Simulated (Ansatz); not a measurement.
# SiNH2F (SMILES N[Si]F): methods side by side

The species is SiNH2F (5 atoms), meant as a singlet with charge 0. SMILES: `N[Si]F`. The shape is that of a PBE0-D4/def2-TZVP optimisation. This is one conformer, not always the lowest.

```xyz
5

N    -0.4213    0.2401   -0.3311
Si    0.1361   -1.1336    0.5051
F     1.5654   -0.5488    1.0015
H     0.0854    1.1096   -0.4209
H    -1.3157    0.2591   -0.7960
```

Each level gives the energy change with the N1–H4 bond stretched from 1.010 to 1.516 Å (eV). The values are calculated.

| level | kind | program | value (eV) | less FCI/STO-3G | CPU time (all runs) |
| --- | --- | --- | --- | --- | --- |
| B3LYP/STO-3G (restricted) | global hybrid | Ansatz | 2.34 | +0.11 | 2.4 s |
| BHLYP/STO-3G (restricted) | global hybrid | Ansatz | 2.80 | +0.57 | 2.3 s |
| wB97X/STO-3G (restricted) | range-separated hybrid | Ansatz | 2.64 | +0.41 | 10 s |
| B2PLYP/STO-3G (restricted) | double hybrid | Ansatz | 2.48 | +0.25 | 3.5 s |
| BCCD(T)/STO-3G (restricted) | coupled cluster or CI | Ansatz | 2.24 | +0.01 | 0.42 s |
| CCSD(T)/STO-3G (restricted) | coupled cluster or CI | Ansatz | 2.25 | +0.02 | 0.36 s |
| CCSDT(Q)/STO-3G (restricted) | coupled cluster or CI | Ansatz | 2.23 | 0.00 | 0.92 s |
| FCI/STO-3G | exact in the basis | Ansatz | 2.23 | 0.00 | 43 s |

FCI/STO-3G is exact within its basis and frozen core, so for wave-function methods in that basis the difference is their error; functionals converge differently with the basis, so for them it is only a difference. The first shape isn't each level's own minimum. The values span 2.23 to 2.80 eV. All rows use very small basis sets, so even the best lies far from the true value. Times are those of the runs behind each value, whatever else they computed, on shared processors of several kinds: orders of magnitude only.
